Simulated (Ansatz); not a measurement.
# C₃H₄ClN: up Jacob's ladder to CCSD(T)

Aim: compute C₃H₄ClN with functionals from several rungs and with coupled cluster. The yardstick is the atomisation energy at the CCSD(T) limit.

Method: functionals in def2-TZVPP, the program's frozen cores in correlated methods; program: Ansatz 0.2.0, Gaussian basis.

The runs, in order: LDA (SPW92), PBE-D4, revPBE-D4, BLYP-D4, r2SCAN-D4, B97M-V, PBE0-D4, B3LYP-D4, r2SCANh-D4, r2SCAN0-D4, HSE06-D4, BHLYP-D4, CAM-B3LYP-D4, LC-ωPBE, ωB97X-V, ωB97M-V, B2PLYP, PBE-QIDH; CCSD(T)/def2-SVP; CCSD(T)/def2-TZVPP; MP2/def2-QZVPP; extrapolation to the limit; RPA on PBE.

## Step 1: Structure used throughout

The geometry comes from an earlier relaxation with PBE0-D4 in a triple-zeta def2 set; it is a stationary point, not always the lowest conformer.

SMILES `ClCC1=CN1`, 9 atoms, charge 0, spin multiplicity 1.

Atoms are counted from 1 here; the program's logs count them from 0.

Bond lengths: Cl1–C2 1.796 Å, C2–C3 1.450 Å, C2–H6 1.091 Å, C2–H7 1.088 Å, C3–C4 1.272 Å, C3–N5 1.495 Å, C4–N5 1.502 Å, C4–H8 1.074 Å, N5–H9 1.024 Å. Angles: Cl1–C2–C3 110.7°, Cl1–C2–H6 106.3°, Cl1–C2–H7 107.5°, C3–C2–H6 110.5°, C3–C2–H7 111.5°, H6–C2–H7 110.2°, C2–C3–C4 157.7°, C2–C3–N5 136.7°, C4–C3–N5 65.1°, C3–C4–N5 64.6°, C3–C4–H8 156.5°, N5–C4–H8 138.0°, C3–N5–C4 50.2°, C3–N5–H9 107.5°, C4–N5–H9 107.8°.

## Step 2: LDA

This LDA is Slater exchange with PW92 correlation.

in.yaml

```yaml
crystal:
  periodic: [false, false, false]
  atoms:
    - {symbol: Cl, position_ang: [-0.878040, 2.096435, -0.831644]}
    - {symbol: C, position_ang: [0.397122, 0.832083, -0.869527]}
    - {symbol: C, position_ang: [0.074769, -0.247500, 0.042776]}
    - {symbol: C, position_ang: [-0.169064, -1.438409, 0.417739]}
    - {symbol: N, position_ang: [0.036395, -0.444408, 1.524742]}
    - {symbol: H, position_ang: [1.323377, 1.323208, -0.567725]}
    - {symbol: H, position_ang: [0.475779, 0.477935, -1.895618]}
    - {symbol: H, position_ang: [-0.284818, -2.500950, 0.310997]}
    - {symbol: H, position_ang: [-0.887021, -0.144696, 1.851161]}
basis:
  gaussian: {orbitals: def2-TZVPP}
hamiltonian: {xc: lda}
output: {orbitals: {seedname: orbitals}}
```

The run is started by

```
$ ansatz run in.yaml --threads 2 --pin off --events-out ev --progress --plain --max-ram 4352MiB
```

The runs that follow: PBE-D4 (GGA); revPBE-D4 (GGA); BLYP-D4 (GGA); r2SCAN-D4 (meta-GGA); B97M-V (meta-GGA); B3LYP-D4 (hybrid); r2SCANh-D4 (hybrid); r2SCAN0-D4 (hybrid); HSE06-D4 (hybrid); BHLYP-D4 (hybrid); CAM-B3LYP-D4 (range-separated); LC-ωPBE (range-separated); ωB97X-V (range-separated); ωB97M-V (range-separated); B2PLYP (double hybrid); PBE-QIDH (double hybrid); CCSD(T) in def2-SVP; CCSD(T) in def2-TZVPP; MP2 in def2-QZVPP; RPA on PBE orbitals.

Q: Predict the results of all the runs planned. Wanted: atomisation energy, CCSD(T)/CBS; farthest beyond LDA; mean size of error, GGA; mean size of error, meta-GGA; mean size of error, hybrid; mean size of error, range-separated; mean size of error, double hybrid; gap, smallest and largest; T1 diagnostic.

**Answer**, as computed:

```
                               quantity                                         value
        atomisation energy, CCSD(T)/CBS                                 3389.9 kJ/mol
 functionals within 16.9 kJ/mol (0.5 %)  B3LYP-D4, r2SCANh-D4, CAM-B3LYP-D4, PBE-QIDH
                    farthest beyond LDA                        PBE-D4 (+171.0 kJ/mol)
                mean size of error, GGA                                   90.7 kJ/mol
           mean size of error, meta-GGA                                   20.3 kJ/mol
             mean size of error, hybrid                                   59.3 kJ/mol
    mean size of error, range-separated                                   19.7 kJ/mol
      mean size of error, double hybrid                                   14.4 kJ/mol
              gap, smallest and largest     2.94 eV (LDA (SPW92)), 10.48 eV (LC-ωPBE)
                          T1 diagnostic                                        0.0105
triples share of the correlation energy                                         4.6 %
```

In words: The LDA atomisation energy is off by 635.9 kJ/mol (19 %): it overbinds. PBE-D4 misses by +171.0 kJ/mol. Double hybrids carry the basis error of their MP2 part in triple zeta, and no dispersion term here, so their miss is partly the set-up's. By mean error the best rung here is double hybrid (14.4 kJ/mol) and the worst beyond LDA is GGA (90.7 kJ/mol). The gap between the best rungs is small, so their order is not settled. Misses under about 16.9 kJ/mol are within the doubt on the reference itself, which lacks core-valence correlation, relativity and higher excitations. Hartree-Fock recovers 67 % of the binding; the rest is correlation. CCSD(T) in def2-SVP is off by -198.1 kJ/mol, which most functionals beat. The gap grows from 2.9 to 10.5 eV across the functionals, mostly with the share of exact exchange. The restricted reference is unstable towards a spin-broken one.
